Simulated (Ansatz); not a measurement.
in.yaml

```yaml
crystal:
  periodic: [false, false, false]
  atoms:
    - {symbol: H, position_ang: [-2.109318, 0.000000, 0.000000]}
    - {symbol: H, position_ang: [-1.018318, 0.000000, 0.000000]}
    - {symbol: C, position_ang: [0.209682, 0.000000, 0.000000]}
    - {symbol: H, position_ang: [0.209682, -1.080023, 0.000000]}
    - {symbol: H, position_ang: [0.209682, 0.540011, 0.935327]}
    - {symbol: H, position_ang: [0.209682, 0.540012, -0.935327]}
basis:
  gaussian: {orbitals: STO-3G}
magnetization: {spin_polarized: true, initial_magnetization: 1}
correlation: {method: ccsdt_q, electrons: outside_noble_gas}
scf: {omitted_lower_state_checks: [cluster_reference]}
output: {forces: true}
```

```sh
$ ansatz run in.yaml --threads 1 --pin off --events-out ev --progress --plain --max-ram 2393MiB
```

The program prints:

```
these checks for a lower state are left out or cut short: cluster_reference
142 factors; integrals over basis functions are off by at most 3.3e-8 eV
mean field evaluation 1: about -1090.7972 eV, gradient 7.7e0 eV
mean field evaluation 2: about -1090.8497 eV, gradient 7.6e0 eV
mean field evaluation 4: about -1091.6885 eV, gradient 1.6e0 eV
mean field evaluation 8: about -1091.7346 eV, gradient 4.4e-4 eV
mean field -1091.73458335 eV, -40.1205059338 hartree, gradient 1.9e-6 eV, S^2 0.800022; 0 other end points of the search recorded, 0 dependent functions left out
1 core orbitals not correlated: weight in the atoms' cores, before any rotation towards them, 1.000 or more for the frozen orbitals, at most 0.000 for the correlated occupied ones
reference -1091.73458335 eV, -40.1205059338 hartree; 5, 4 occupied and 4, 5 virtual orbitals, 142 factors
second order -1.63183278 eV of doubles, -0.00000000 eV of singles
cycle   1  -2.08089085 eV  change   -4.5e-1 eV  update   5.4e-2
cycle   2  -2.38683320 eV  change   -3.1e-1 eV  update   2.8e-2
cycle   3  -2.42003677 eV  change   -3.3e-2 eV  update   8.6e-3
cycle   4  -2.42406971 eV  change   -4.0e-3 eV  update   2.5e-3
cycle   5  -2.42352091 eV  change    5.5e-4 eV  update   1.0e-3
cycle   6  -2.42419535 eV  change   -6.7e-4 eV  update   4.4e-4
cycle   7  -2.42444822 eV  change   -2.5e-4 eV  update   1.1e-4
cycle   8  -2.42438361 eV  change    6.5e-5 eV  update   2.7e-5
cycle   9  -2.42440349 eV  change   -2.0e-5 eV  update   8.3e-6
cycle  10  -2.42439496 eV  change    8.5e-6 eV  update   2.8e-6
cycle  11  -2.42439479 eV  change    1.7e-7 eV  update   8.2e-7
perturbative correction -0.00191915 eV, -0.0000705273 hartree
the calculation of the forces begins
Total energy: -1094.16089729 eV, -40.2096713266 hartree
Atom 0 at    -2.109318     0.000000     0.000000 Å, force     0.091265     0.000000    -0.000000 eV/Å
Atom 1 at    -1.018318     0.000000     0.000000 Å, force    -1.165659    -0.000000     0.000000 eV/Å
Atom 2 at     0.209682     0.000000     0.000000 Å, force    -3.931971    -0.000012     0.000000 eV/Å
Atom 3 at     0.209682    -1.080023     0.000000 Å, force     1.668788    -0.987776    -0.000000 eV/Å
Atom 4 at     0.209682     0.540011     0.935327 Å, force     1.668789     0.493894     0.855452 eV/Å
Atom 5 at     0.209682     0.540012    -0.935327 Å, force     1.668789     0.493894    -0.855452 eV/Å
Dipole moment:    -0.008222    -0.000000     0.000000 e Å
Checks for a lower state left out: cluster_reference
```

Forces (eV/Å):
```
H    0.091  0.000  0.000
H   -1.166  0.000  0.000
C   -3.932  0.000  0.000
H    1.669 -0.988  0.000
H    1.669  0.494  0.855
H    1.669  0.494 -0.855
```

Ran on 1 thread of Intel Xeon Platinum 8488C, shared host: 3 s wall, 0.13 GiB peak host memory.
